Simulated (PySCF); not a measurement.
CH3ClO2S.
Bonds: C1–S2, S2–O3 (double), S2–O4 (double), S2–Cl5. Hydrogens: H6, H7, H8 on C1.

Method: PySCF 2.14.0, density-fitted response routines, TDDFT PBE0/def2-SVPD, vertical, gas phase, core orbitals frozen in the response. Isolated species at its PBE0-D3(BJ)/def2-SVP geometry, gas phase.

Computed states:

```tsv
state	E (eV)	f
S1	5.49	0.0036
S2	5.99	0.0034
S3	6.21	0.0035
S4	6.35	0.059
S5	7.18	0.011
S6	7.51	0.204
```

Each state is given a Gaussian of 0.25 eV full width at half maximum, with ε(max) = 2.175×10⁸ f / Δν̃ (Δν̃ the width in cm⁻¹). The width is an assumption, not a result. The curve ends short of the highest state used, and states not computed would add to its high-energy end.

Question: Give the broadened spectrum and its maxima.

Answer: 
E (eV), ε (L mol⁻¹ cm⁻¹) and a bar:
```
     5.12          1 
     5.20          8 
     5.27         42 
     5.35        154 #
     5.43        322 ##
     5.51        382 ##
     5.59        257 #
     5.66        117 #
     5.74         48 
     5.82        100 
     5.90        254 #
     5.98        412 ##
     6.05        554 ###
     6.13       1184 ######
     6.21       3086 ##############
     6.29       5718 ###########################
     6.37       6388 ##############################
     6.44       4496 #####################
     6.52       1780 ########
     6.60        401 ##
     6.68         51 
     6.76          4 
     6.83          6 
     6.91         50
```

Maxima: 226 nm (5.49 eV), ε about 390, made up of S1 (100%); 195 nm (6.35 eV), ε about 6500, made up of S4 (98%) (ε in L mol⁻¹ cm⁻¹; maxima over ε = 5, shares over 10%). At its high-energy end, 6.91 eV, the curve is still rising (ε about 50, from S5).

Question: What would ε be at 6.35 eV, the highest of these maxima, with half the width (0.125 eV)?

Answer: About 12800 L mol⁻¹ cm⁻¹ against 6540, a factor of about 1.95; a lone state at its own centre would give exactly 2.

Question: On this curve, what absorbance would a 10⁻³ mol/L sample give at 193 nm over a 1 cm path?

Answer: 193 nm is 6.424 eV, where ε is about 5100 L mol⁻¹ cm⁻¹, so A = ε c l ≈ 5.1 (Beer–Lambert, with the gas-phase spectrum and the assumed width).

Question: Coming from long wavelengths, where does ε first pass 100 L mol⁻¹ cm⁻¹?

Answer: At about 233 nm (5.32 eV), 0.17 eV below S1.
